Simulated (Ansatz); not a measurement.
**The standard entropy of CH2F2 (difluoromethane) from a frequency calculation**

A singlet with charge 0, relaxed at SVWN5/def2-TZVP (Ansatz 0.2.0):

```xyz
5

F    -1.0718    0.1910    0.7007
C     0.0101   -0.0168   -0.0787
F     1.0890   -0.1789    0.7156
H    -0.1445   -0.9433   -0.6634
H     0.1670    0.8743   -0.7155
```

Harmonic wavenumbers in cm⁻¹: 523, 1101, 1127, 1142, 1212, 1386, 1450, 2936, 3002.

Masses in u: F 18.998, C 12.011, H 1.008. Take T = 298.15 K, p = 1 bar, R = 8.3145 J/(mol K), kT/hc = 207.22 cm⁻¹, rigid rotor and harmonic oscillator.

Task: Work out S° at 298 K.

Result: 
1. Translation (Sackur–Tetrode): S = R[3/2 ln M + 5/2 ln T − 1.1517] with M = 52.023 gives 158.1 J/(mol K).
2. Rotation: principal moments 10.204, 47.369, 54.141 u Å² give A, B, C = 1.6521, 0.3559, 0.3114 cm⁻¹; the symmetry number is σ = 2; q = (√π/σ)√((kT/hc)³/ABC) = 6178; S = R(ln q + 3/2) = 85.0.
3. Vibration: with u = ν̃/207.22, each mode gives R[u/(eᵘ − 1) − ln(1 − e⁻ᵘ)]; the sum is 3.5, most from 523 cm⁻¹ (2.5), 1101 cm⁻¹ (0.3), 1127 cm⁻¹ (0.2).
4. Electronic: R ln 1 = 0.0, from the spin multiplicity alone.
5. Sum: 158.1 + 85.0 + 3.5 + 0.0 = 246.6 J/(mol K).

The tabulated value is 246.7 J/(mol K) (CRC Handbook of Chemistry and Physics): the model is off by -0.1.
